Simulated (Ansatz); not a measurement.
bcc Li was calculated with Hartree–Fock in Ansatz (PAW).

Settings: plane-wave cutoff 460 eV, 14×14×14 k mesh, Fermi–Dirac smearing 0.05 eV, scalar-relativistic PAW data made under PBE.

Computed at the level's own relaxed cell.

**Question.** Predict the equilibrium volume per atom and lattice constant a.

**Answer.** 
- equilibrium volume per atom = 25.05 Å³/atom
- lattice constant a = 3.687 Å

Measured, for comparison: equilibrium volume per atom 20.51 Å³/atom (low-temperature or extrapolated to 0 K; zero-point anharmonic expansion removed; as tabulated in Csonka et al. (2009), arXiv:0903.4037); lattice constant a 3.449 Å (low-temperature or extrapolated to 0 K; zero-point anharmonic expansion removed, our sources range from 3.443 to 3.453; as tabulated in Csonka et al. (2009), arXiv:0903.4037). Computed (rounded) less measured: equilibrium volume per atom +22.1 %, lattice constant a +6.9 % (+6.8 % to +7.1 % over the range).

Note: the cell is over a tenth larger than the published one (another phase or state, or a fault of the published cell, is possible).

The computed numbers hold no vibrational or temperature effects.

Cost on a shared machine: very roughly 30 core-minutes.

Ansatz is a first-principles code.
